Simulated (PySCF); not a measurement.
Run record: geometry optimisation, `n1cncnc1`.

Method: PBE/def2-SVPD geometry optimisation, gas phase (PySCF 2.14.0). Start geometry: GFN2-xTB. The input is one job of a driver script: a line of settings, then coordinates in Å.

Input:
```
{"job": {"xc": "PBE", "basis": "def2-SVPD", "grid": 1, "kind": "geom"}, "charge": 0, "multiplicity": 1}
C      1.154624    -0.539589    -0.197011
N      0.099437    -1.336126    -0.173266
C     -1.058754    -0.727143    -0.363486
N     -1.213986     0.569959    -0.568374
C     -0.091329     1.268498    -0.571822
N      1.119013     0.768150    -0.389975
H      2.125801    -0.994273    -0.045184
H     -1.951750    -1.339623    -0.349247
H     -0.169494     2.336141    -0.735684
```

Output:
```
step   0  E = -279.84851822  max force = 0.022679
step   1  E = -279.85162948  max force = 0.002653
step   2  E = -279.85164769  max force = 0.001082
step   3  E = -279.85164994  max force = 0.000450
optimisation converged
```

Energies in Eh; «max force» is the largest Cartesian gradient component in Eh/bohr.

**Question.** Give the first gradient maximum in eV/Å.

**Answer.** With 1 Eh/bohr = 51.422 eV/Å, 1.166 eV/Å.

In short: final energy -279.85165 Eh after 3 steps; dipole 0.00 D.

**Question.** How long does this job take on an Arm Neoverse V1 with one thread (shared host)? And the peak memory of the process?

**Answer.** About 24 s, with 0.52 GiB resident at the peak, the Python interpreter and its libraries included.
Labels such as C1 count atoms from 1, the log's own numbers from 0.
